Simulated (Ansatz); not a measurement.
We consider 2H MoS₂, described by PBE-D4 (PAW; Ansatz, a quantum-chemistry and plane-wave program).

Settings: plane-wave cutoff 520 eV, 12×12×4 k mesh (along the axes of the cell as run), perturbation theory, no spin polarisation, scalar-relativistic PAW data made under PBE.

Computed at the level's own relaxed cell.

Harmonic phonon frequencies (cm⁻¹; i marks an imaginary mode; at Γ without the LO shift):

| q point | frequencies |
|---|---|
| Γ | 0 0 0 34 34 59 281 281 284 284 379 379 380 380 401 409 463 468 |
| M | 155 160 170 181 232 235 302 306 329 340 357 357 362 364 386 387 408 408 |
| K | 184 184 187 187 233 237 323 323 336 338 338 340 371 371 378 381 394 394 |

No imaginary mode appears at these points.

Note: the dispersion coefficients are held fixed in the derivatives.
